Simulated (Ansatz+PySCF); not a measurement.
# singlet C3H3(+): levels of theory in one basis

```xyz
6

C     0.7245    0.0000    0.0000
C    -0.3622    0.6274    0.0000
C    -0.3622   -0.6274    0.0000
H     1.7310    0.0000    0.0000
H    -0.8655    1.4991    0.0000
H    -0.8655   -1.4991    0.0000
```

Basis set: def2-SVP (spherical functions). Correlated methods keep 3 orbitals frozen. Charge 1, multiplicity 1.

Computed with Ansatz (development build ahead of 0.2.0); each method stands on the lowest determinant of its kind that the runs found. NEVPT2 correlates all electrons. Active spaces start from the frontier orbitals, and the lowest solution found is given.

```tsv
method	E − E(RHF) (eV)	<S²> of the determinant
RHF	0.00	0.00
RHF-MP2	-9.15	–
RHF-CCSD	-9.84	–
CASSCF(2,3)	-0.58	–
SC-NEVPT2(2,3)	-9.54	–
```

What does RHF-CCSD(T) give on the same scale?

-10.17 eV.

Is a single determinant a sound starting point here?

By this sign, yes. Unrestricted orbitals gain 0.00 eV and <S²> is 0.00 against 0.00 for a pure state. The CASSCF(2,3) natural occupations are 1.96, 0.02, 0.02.

Caution for CASSCF(2,3): other starts end on other solutions of this active space.
